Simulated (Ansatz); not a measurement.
Ansatz (a first-principles code) input:

Ansatz 0.2 input:
```yaml
crystal:
  periodic: [false, false, false]
  atoms:
    - {symbol: C, position_ang: [-0.02836015, 1.41842046, -0.00724427]}
    - {symbol: C, position_ang: [1.19433491, 0.68644435, -0.00472030]}
    - {symbol: C, position_ang: [1.21136309, -0.73848915, 0.00256876]}
    - {symbol: C, position_ang: [0.02836015, -1.41842046, 0.00724427]}
    - {symbol: C, position_ang: [-1.19433491, -0.68644435, 0.00472030]}
    - {symbol: C, position_ang: [-1.21136309, 0.73848915, -0.00256876]}
    - {symbol: H, position_ang: [-0.00015783, 2.49931632, -0.01281479]}
    - {symbol: H, position_ang: [2.13358328, 1.22627764, -0.00843243]}
    - {symbol: H, position_ang: [2.15954719, -1.25820662, 0.00428037]}
    - {symbol: H, position_ang: [0.00015783, -2.49931632, 0.01281479]}
    - {symbol: H, position_ang: [-2.13358328, -1.22627764, 0.00843243]}
    - {symbol: H, position_ang: [-2.15954719, 1.25820662, -0.00428037]}
basis:
  gaussian:
    orbitals: cc-pVTZ
hamiltonian:
  xc: pbe
total_charge: 1
magnetization: {spin_polarized: true, initial_magnetization: 1}
correlation: {method: rpa, electrons: outside_noble_gas}
```

Q: What final total energy does it print?

A: -231.90790 Eh (RPA@PBE/cc-pVTZ). The basis has 264 functions.
